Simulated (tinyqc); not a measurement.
Inside a calculation. Method: Pariser-Parr-Pople SCF with singles CI, for the molecule c1ccsc1 (SMILES; centres numbered as the heavy atoms are written). Computed by tinyqc, a small Python program that keeps every step. Settings: charge = 0, gamma = Ohno, start = huckel, damping = 0, iteration cap = 64, excitations kept = 4. Command: `OMP_NUM_THREADS=1 python tinyqc.py 20987 20988 out.jsonl` (the two numbers bound the seeds that draw the settings). One thread of a shared host (Intel(R) Xeon(R) Processor @ 2.60GHz), about 0.01 s of CPU time with the checks. Later iterations appear only in the table of the cycle.

## PPP integrals

Centres (angstrom, eV; a flat drawing with bonds scaled to 1.40 angstrom):
```
centre,x,y,core charge z,W,gamma_rr
1C,1.191000,0.000000,1,11.160000,11.130000
2C,0.368000,1.133000,1,11.160000,11.130000
3C,-0.963000,0.700000,1,11.160000,11.130000
4S,-0.963000,-0.700000,2,22.000000,13.000000
5C,0.368000,-1.133000,1,11.160000,11.130000
```

Resonance integrals (eV):
```
i,j,beta
1,2,-2.440000
2,3,-2.440000
3,4,-2.070000
4,5,-2.070000
5,1,-2.440000
```

Ohno: gamma = 14.399645/sqrt(R^2 + a^2), a = 2 x 14.399645/(gamma_rr + gamma_ss); H_rr = -W_r - sum_(s != r) z_s gamma_rs; H_rs = beta for bonds.

repulsion gamma_rs (eV), lower triangle:
```
,1C,2C,3C,4S,5C
1C,11.130000
2C,7.552804,11.130000
3C,5.520570,7.554850,11.130000
4S,5.624616,5.623872,7.827217,13.000000
5C,7.552804,5.518526,5.519866,7.828316,11.130000
```

core matrix H (eV), lower triangle:
```
,1C,2C,3C,4S,5C
1C,-43.035410
2C,-2.440000,-43.033924
3C,0.000000,-2.440000,-45.409719
4S,0.000000,0.000000,-2.070000,-48.904021
5C,-2.440000,0.000000,0.000000,-2.070000,-45.407828
```

## Starting guess

pi electrons, sum of z_r less the charge = 6

Orbitals of the Hueckel matrix of the beta values.

P at the start, lower triangle:
```
,1C,2C,3C,4S,5C
1C,1.185862
2C,0.633076,1.185862
3C,-0.227796,0.666631,1.191812
4S,-0.261500,-0.261500,0.633790,1.244652
5C,0.666631,-0.227796,-0.255402,0.633790,1.191812
```

## Iteration 1: Fock matrix

F_rr = H_rr + P_rr gamma_rr / 2 + sum_(s != r) P_ss gamma_rs; F_rs = H_rs - P_rs gamma_rs / 2; E = tr P (H + F) / 2 + core repulsion sum_(r<s) z_r z_s gamma_rs.

F (eV), lower triangle:
```
,1C,2C,3C,4S,5C
1C,-4.897811
2C,-4.830749,-4.897249
3C,0.628783,-4.958148,-6.950838
4S,0.735420,0.735322,-4.550407,-8.816177
5C,-4.957466,0.628550,0.704892,-4.550756,-6.952428
```

pi energy = -85.847366 eV

## Iteration 1: orbitals and new P

Diagonalise F (the basis is taken as orthonormal) and form P = 2 sum c c over the lowest orbitals.

orbital energies (eV): -15.005490  -10.615152  -10.407316  0.621608  2.891845

P after iteration 1, lower triangle:
```
,1C,2C,3C,4S,5C
1C,1.083251
2C,0.645149,1.083222
3C,-0.137697,0.689513,1.220427
4S,-0.287267,-0.287166,0.583477,1.392571
5C,0.689471,-0.137713,-0.341434,0.583486,1.220528
```

## Iteration 2: Fock matrix

As before.

F (eV), lower triangle:
```
,1C,2C,3C,4S,5C
1C,-5.037211
2C,-4.876340,-5.036905
3C,0.380084,-5.044584,-6.817189
4S,0.807884,0.807492,-4.353501,-8.560304
5C,-5.043718,0.379987,0.942336,-4.353855,-6.818132
```

pi energy = -86.225591 eV

## Iteration 2: orbitals and new P

As before.

orbital energies (eV): -14.724281  -10.582975  -10.508284  0.883539  2.662260

P after iteration 2, lower triangle:
```
,1C,2C,3C,4S,5C
1C,1.067370
2C,0.641084,1.067325
3C,-0.122231,0.696831,1.220691
4S,-0.289874,-0.289763,0.571112,1.423840
5C,0.696782,-0.122235,-0.353004,0.571140,1.220774
```

## Convergence

Stop when output and input P, before any damping, agree to 1e-7.

Course of the cycle:
```
iteration,E (eV),largest |P(out) - P(in)|
1,-85.84736640,1.48e-01
2,-86.22559084,3.13e-02
3,-86.23861065,9.16e-03
4,-86.23975310,3.65e-03
5,-86.24003030,1.77e-03
6,-86.24011782,9.40e-04
7,-86.24014647,5.19e-04
8,-86.24015592,2.92e-04
9,-86.24015904,1.66e-04
10,-86.24016007,9.45e-05
11,-86.24016042,5.40e-05
12,-86.24016053,3.10e-05
13,-86.24016057,1.78e-05
14,-86.24016058,1.03e-05
15,-86.24016058,5.91e-06
16,-86.24016058,3.40e-06
17,-86.24016058,1.96e-06
18,-86.24016058,1.13e-06
19,-86.24016058,6.48e-07
20,-86.24016058,3.73e-07
21,-86.24016058,2.14e-07
22,-86.24016058,1.23e-07
23,-86.24016058,7.10e-08
```

Converged in 23 iterations.

## Converged orbitals

Charges are z - P_rr.

orbital energies (eV): -14.664015  -10.574706  -10.494871  0.933112  2.604710

coefficients:
```
,MO1,MO2,MO3,MO4,MO5
1C,0.369795,0.327367,-0.537613,-0.275099,-0.625599
2C,0.369826,-0.331482,-0.535029,-0.274793,0.625764
3C,0.461967,-0.625504,0.047467,0.533348,-0.329571
4S,0.547386,0.002480,0.648567,-0.528889,0.000083
5C,0.461991,0.625850,0.042705,0.533503,0.329283
```

pi charges: 1C -0.065892, 2C -0.065816, 3C -0.213844, 4S 0.559447, 5C -0.213894

## Singles CI, singlets

Over the 4 single excitations with the smallest orbital gaps: A = (e_a - e_i) delta + 2 (ia|jb) - (ij|ab), with (pq|rs) = sum c_mp c_mq gamma_mn c_nr c_ns. f = 2/3 w |mu|^2 in atomic units, mu = sqrt2 sum c_ia sum_m c_mi c_ma R_m.

singlet CI matrix (eV), lower triangle:
```
,3>4,2>4,3>5,2>5
3>4,6.078233
2>4,0.000125,5.980062
3>5,0.000348,0.845133,7.177962
2>5,-0.965833,0.000082,-0.000616,7.423237
```

singlet excitation energies (eV): 5.543158  5.573836  7.614864  7.927636

oscillator strengths: 0.104149  0.115486  0.722317  0.885486

## Singles CI, triplets

Over the 4 single excitations with the smallest orbital gaps: A = (e_a - e_i) delta - (ij|ab), with (pq|rs) = sum c_mp c_mq gamma_mn c_nr c_ns.

triplet CI matrix (eV), lower triangle:
```
,3>4,2>4,3>5,2>5
3>4,3.777037
2>4,0.000157,3.854945
3>5,-0.002079,0.268394,5.480639
2>5,0.268394,0.002228,-0.001240,5.862212
```

triplet excitation energies (eV): 3.743042  3.811778  5.523802  5.896211
